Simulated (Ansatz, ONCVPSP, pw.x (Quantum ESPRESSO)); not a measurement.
Nb: does the ONCV potential hold in the solid?

niobium, optimised norm-conserving Vanderbilt (ONCV), made with ONCVPSP 4.0.1.1 (patched build) (PBEsol, scalar-relativistic). Core [Ar] 3d10, reference 4s2 4p6 4d4 5s1. Waves: 4s+5s: rc 1.85 bohr, ncon 5, nbas 9, qcut 6 1/bohr, 2 projectors; 4p: rc 1.35 bohr, ncon 3, nbas 6, qcut 5.8 1/bohr, 2 projectors, debl 2.4 Ha; 4d: rc 1.35 bohr, ncon 3, nbas 6, qcut 7.1 1/bohr, local. Local part: the d channel. Core correction: Teter function, fcfact 2.25, rcfact 1.8.

Atomic tests: cutoffs needed: 30 Ha and 66 Ha (the cutoffs (Ha) at which the residual kinetic energy of the hardest occupied pseudo-wave falls to 1 and 0.1 mHa per electron); ghost test: no bound ghost flagged; GHOST(+) flagged for s at 249.6 eV; configuration tests: 1 of 4 tests not solved or not reliable.

Crystal test: bcc Nb in pw.x 7.5, no spin, 14³ k-points, Fermi–Dirac smearing 0.01 Ry, cutoffs 155/620 Ry. The lattice is a test structure that the element need not adopt, and mesh and smearing are coarse.

pw.x input:

```
&control
  calculation='scf', prefix='x', pseudo_dir='./', outdir='./tmp', tstress=.true., disk_io='low'
/
&system
  ibrav=0, nat=1, ntyp=1, ecutwfc=155, ecutrho=620, nbnd=14,
  occupations='smearing', smearing='fd', degauss=0.01
/
&electrons
  conv_thr=1e-09, mixing_beta=0.4, electron_maxstep=70
/
ATOMIC_SPECIES
Nb 1.0 Nb.UPF
CELL_PARAMETERS angstrom
  -1.63758667 1.63758667 1.63758667
  1.63758667 -1.63758667 1.63758667
  1.63758667 1.63758667 -1.63758667
ATOMIC_POSITIONS crystal
Nb 0.0000 0.0000 0.0000
K_POINTS automatic
14 14 14 0 0 0
```

```bash
pw.x < Nb.scf.in > Nb.scf.out
```

Problem. How does the run end?

Solution. It converges; the pressure is 0.29 GPa against -0.00 GPa from all-electron LAPW. Atomic configuration tests: 1 of 4 tests not solved or not reliable. The log shows:

```
     number of Kohn-Sham states=           14
     kinetic-energy cutoff     =     155.0000  Ry
     charge density cutoff     =     620.0000  Ry
     scf convergence threshold =      1.0E-09
     Exchange-correlation= PBESOL
     number of k points=   104  Fermi-Dirac smearing, width (Ry)=  0.0100
     iteration #  1     ecut=   155.00 Ry     beta= 0.40
     total energy              =    -121.19769874 Ry
     estimated scf accuracy    <       0.08821411 Ry
     iteration #  2     ecut=   155.00 Ry     beta= 0.40
     total energy              =    -121.20064712 Ry
     estimated scf accuracy    <       0.01018388 Ry
     iteration #  3     ecut=   155.00 Ry     beta= 0.40
     total energy              =    -121.20198633 Ry
     estimated scf accuracy    <       0.00063164 Ry
     iteration #  4     ecut=   155.00 Ry     beta= 0.40
     total energy              =    -121.20202040 Ry
     estimated scf accuracy    <       0.00003225 Ry
     iteration #  5     ecut=   155.00 Ry     beta= 0.40
     total energy              =    -121.20202626 Ry
     estimated scf accuracy    <       0.00000078 Ry
     iteration #  6     ecut=   155.00 Ry     beta= 0.40
     total energy              =    -121.20202637 Ry
     estimated scf accuracy    <       0.00000002 Ry
     iteration #  7     ecut=   155.00 Ry     beta= 0.40
     total energy              =    -121.20202638 Ry
     estimated scf accuracy    <          3.9E-09 Ry
     iteration #  8     ecut=   155.00 Ry     beta= 0.40
     the Fermi energy is    18.3327 ev
!    total energy              =    -121.20202638 Ry
     estimated scf accuracy    <          3.1E-10 Ry
     smearing contrib. (-TS)   =      -0.00629171 Ry
     The total energy is F=E-TS. E is the sum of the following terms:
     one-electron contribution =     -14.48412861 Ry
     hartree contribution      =      14.87260110 Ry
     xc contribution           =     -22.21233705 Ry
     ewald contribution        =     -99.37187011 Ry
     convergence has been achieved in   8 iterations
          total   stress  (Ry/bohr**3)                   (kbar)     P=        2.89
```
